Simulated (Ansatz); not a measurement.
Input file:

```yaml
crystal:
  periodic: [false, false, false]
  atoms:
    - {symbol: O, position_ang: [0.000000, -0.058697, -0.008638]}
    - {symbol: H, position_ang: [0.000000, 0.406689, -0.615796]}
    - {symbol: H, position_ang: [0.000000, 0.525031, 0.752912]}
basis:
  gaussian: {orbitals: 6-31G}
correlation: {method: sc_nevpt2, electrons: outside_noble_gas, active_space: {window: {electrons: 2, orbitals: 2}}}
```

```sh
$ ansatz run in.yaml --threads 1 --pin off --events-out ev --progress --plain --max-ram 2393MiB
```

Log:

```
140 factors; integrals over basis functions are off by at most 5.1e-4 eV
mean field evaluation 1: about -2064.2594 eV, gradient 3.1e1 eV
mean field evaluation 2: about -2064.2592 eV, gradient 3.1e1 eV
mean field evaluation 4: about -2066.0147 eV, gradient 1.3e0 eV
mean field evaluation 8: about -2066.0199 eV, gradient 1.8e-3 eV
mean field -2066.01989412 eV, -75.9248307103 hartree, gradient 1.5e-6 eV, S^2 0.000000; 0 other end points of the search recorded, 0 dependent functions left out
reference -2066.01989412 eV, -75.9248307103 hartree; 5, 5 occupied and 8, 8 virtual orbitals, 140 factors
state -2066.62114962 eV, -75.9469264424 hartree
state -2066.62114962 eV, -75.9469264424 hartree; corrected -2069.33428142 eV, -76.0466321972 hartree
Total energy: -2069.33428142 eV, -76.0466321972 hartree
```

For the same geometry and basis full CI lies 130.0 meV lower.

Ran on 1 thread of Intel Xeon Platinum 8488C, shared host: 0.09 s wall, 0.08 GiB peak host memory.
